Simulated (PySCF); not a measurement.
Assignment exercise: C4H7F

Molfile (atoms numbered from 1):
```
C4H7F
     RDKit          3D

 12 11  0  0  0  0  0  0  0  0999 V2000
    1.9220    0.3972   -0.0769 C   0  0  0  0  0  0  0  0  0  0  0  0
    0.8740   -0.3756   -0.2863 C   0  0  0  0  0  0  0  0  0  0  0  0
   -0.3817   -0.3530    0.5352 C   0  0  2  0  0  0  0  0  0  0  0  0
   -1.5807    0.1215   -0.2814 C   0  0  0  0  0  0  0  0  0  0  0  0
   -0.2343    0.4822    1.6274 F   0  0  0  0  0  0  0  0  0  0  0  0
    2.7969    0.3481   -0.7017 H   0  0  0  0  0  0  0  0  0  0  0  0
    1.9440    1.1039    0.7355 H   0  0  0  0  0  0  0  0  0  0  0  0
    0.8470   -1.0886   -1.0986 H   0  0  0  0  0  0  0  0  0  0  0  0
   -0.5761   -1.3520    0.9540 H   0  0  0  0  0  0  0  0  0  0  0  0
   -1.7593   -0.5612   -1.1067 H   0  0  0  0  0  0  0  0  0  0  0  0
   -2.4659    0.1606    0.3483 H   0  0  0  0  0  0  0  0  0  0  0  0
   -1.3848    1.1162   -0.6747 H   0  0  0  0  0  0  0  0  0  0  0  0
  1  2  2  0
  2  3  1  0
  3  4  1  0
  3  5  1  0
  1  6  1  0
  1  7  1  0
  2  8  1  0
  3  9  1  1
  4 10  1  0
  4 11  1  0
  4 12  1  0
M  END
```

Calculated, not measured (PySCF): J: B3LYP/pcJ-1 (spin–dipole term only in couplings to heteroatoms), coordinates at the GFN2-xTB level, PBE0/pcSseg-1 with gauge-including orbitals. One computed conformer, equivalent nuclei averaged, no solvent, relativity neglected.

Shifts are taken against calculated references (same method and geometry level): ¹³C and ¹H vs TMS.

Q: Assign these signals to the numbered atoms. ¹³C{¹H} NMR (computed): δ 147.2 (CH, d, J = 14.6 Hz), 119.0 (CH2, d, J = 13.1 Hz), 93.0 (CH, d, J = 229.6 Hz), 24.6 (CH3, d, J = 22.3 Hz).

A: 
| δ (ppm) | atoms | environment | reason |
| --- | --- | --- | --- |
| 147.2 | C2 | alkene CH | the olefinic region |
| 119.0 | C1 | terminal =CH2 carbon | an sp2 carbon of a C=C bond |
| 93.0 | C3 | allylic sp3 CH bonded to F | the inductive effect lowers its shielding |
| 24.6 | C4 | methyl carbon | a saturated carbon with 1 carbon neighbour and no heteroatom attached |

Q: Assign these signals to the numbered atoms. ¹H NMR (400 MHz, computed): δ 6.05 (m, 1H), 5.86 (m, 1H), 5.54 (m, 1H), 5.37 (dqq, J = 55.3, 6.9, 2.7 Hz, 1H), 1.39 (dd, J = 22.2, 6.9 Hz, 3H).

A: 
6.05 → H8, hydrogen on an alkene CH: olefinic region
5.86 → H7, hydrogen on a terminal =CH2 carbon: olefinic region
5.54 → H6, hydrogen on a terminal =CH2 carbon
5.37 → H9, hydrogen on an allylic sp3 CH bonded to F: its carbon carries F, which withdraws density
1.39 → H10/H11/H12, hydrogen on a methyl carbon

Common functionals overestimate the size of one-bond C–F couplings by tens of Hz; these are unscaled. Multiplet labels drop couplings under 1 Hz and merge nearly equal ones. Unscaled 3J(H,H) at this level run about 10 % above measured values. Shifts are as computed. Against solution values, carbons near 30 ppm lie about +3 ppm off and those near 130 ppm about +5 ppm. Of 1211 compounds with measured shifts, 218 miss one by over three times the rms of a fit or turn the order of signals round; such compounds aren't used in these exercises. Couplings across =CH–CH2 type bonds come from one rotamer and its mirror image, and can be 1–2 Hz further off. 3J across rotatable bonds or in flexible rings reflects this conformer alone.
